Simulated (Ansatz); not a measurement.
## [SiH5]− (SMILES [H][Si-]([H])([H])([H])[H]): the vertical detachment energy, rung by rung

The species is [SiH5]− (6 atoms), meant as a singlet with charge -1. As SMILES, `[H][Si-]([H])([H])([H])[H]`. The coordinates come from a GFN2-xTB relaxation.

Quantity: the vertical detachment energy (to the doublet neutral), in eV. The values are calculated.

```csv
level,kind,program,value (eV),less FCI/STO-3G
SVWN5/STO-3G,LDA,Ansatz,-2.86,+0.48
BLYP/STO-3G,GGA,Ansatz,-2.47,+0.87
r2SCAN/STO-3G,meta-GGA,Ansatz,-2.43,+0.91
BHLYP/STO-3G,global hybrid,Ansatz,-2.32,+1.02
wB97X/STO-3G,range-separated hybrid,Ansatz,-2.16,+1.18
B2PLYP/STO-3G,double hybrid,Ansatz,-2.55,+0.79
MP2/STO-3G,perturbation theory,Ansatz,-3.04,+0.30
CCSD(T)/STO-3G,coupled cluster or CI,Ansatz,-3.33,+0.01
FCI/STO-3G,exact in the basis,Ansatz,-3.34,0.00
```

FCI/STO-3G is exact within its basis and frozen core, so for wave-function methods in that basis the difference is their error; functionals converge differently with the basis, so for them it is only a difference. Sets without diffuse functions describe the anion poorly. The values span -3.34 to -2.16 eV. All rows use very small basis sets, so none should be taken for the real molecule's value.
